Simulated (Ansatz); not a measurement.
# AlH₃O (triplet): wave-function methods side by side at a displaced geometry (v2), cc-pVDZ

The task here is to estimate one member of a computed series from the others.

Computed with Ansatz 0.2.0, Gaussian basis. Level: cc-pVDZ, core rule «outside noble gas», up to 6 orbitals frozen.

The runs, in order: UHF; CCSD(T) on ROHF; CCSD(T) on UHF; BCCD(T) on ROHF; CISD; CCSDT(Q) on ROHF; CCSDT(Q) on UHF.

30 further runs of the same task are left out: 11 for a known fault of the program, 7 that didn't finish, 12 set aside as unsound or not needed.

### What is computed

The geometry is a PBE0/def2-TZVP stationary point (not a proven minimum) with its atoms shifted at random (size 0.100 Å).

5 atoms, charge 0, spin multiplicity 3.

Atoms are counted from 1 here; the program's logs count them from 0.

Bond lengths: Al1–O2 1.702 Å, Al1–H3 1.818 Å, Al1–H4 1.914 Å, O2–H5 1.054 Å. Angles: O2–Al1–H3 77.7°, O2–Al1–H4 79.7°, H3–Al1–H4 157.3°, Al1–O2–H5 169.4°.

The first run:

File in.yaml:

```yaml
crystal:
  periodic: [false, false, false]
  atoms:
    - {symbol: Al, position_ang: [0.061756, 0.001510, 0.665029]}
    - {symbol: O, position_ang: [-0.103118, 0.009883, -1.028775]}
    - {symbol: H, position_ang: [-0.026497, 1.779043, 0.292719]}
    - {symbol: H, position_ang: [0.056611, -1.879393, 0.310933]}
    - {symbol: H, position_ang: [-0.046447, -0.096943, -2.075675]}
basis:
  gaussian: {orbitals: cc-pVDZ}
magnetization: {spin_polarized: true, initial_magnetization: 2}
hamiltonian: {xc: hf}
output: {orbitals: {seedname: orbitals}}
```

Command:

```sh
> ansatz run in.yaml --threads 1 --pin off --events-out ev --progress --plain --max-ram 2393MiB
```

Among the steps run: UHF; CCSD(T) on ROHF; CCSD(T) on UHF; BCCD(T) on ROHF; CISD; CCSDT(Q) on ROHF; CCSDT(Q) on UHF.

One table of the session follows, with a row left open; its other results are not shown here.

It belongs to the step «Misses and costs». 

| method | from UCCSDT(Q) (kJ/mol) |
| --- | --- |
| ROHF | +795.2 |
| UHF | ? |
| RMP2 | +91.9 |
| UMP2 | +86.9 |
| CISD | +99.5 |
| RCCSD | +28.4 |
| UCCSD | +27.4 |
| RCCSD(T) | +5.6 |
| UCCSD(T) | +5.7 |
| BCCD(T) | +5.6 |
| RCCSDT | +2.9 |
| UCCSDT | +2.9 |
| RCCSDT(Q) | +0.4 |
| UCCSDT(Q) | 0 |

Estimate the missing values for UHF.

**Answer.** from UCCSDT(Q) (kJ/mol): +764.2. In the column «from UCCSDT(Q) (kJ/mol)» it lies between CISD (+99.5) and ROHF (+795.2).

To keep in mind: Restricted and unrestricted rows rest on different reference determinants; where their highest levels disagree by more than a few hundredths of an eV, they describe different states and don't form one ladder.
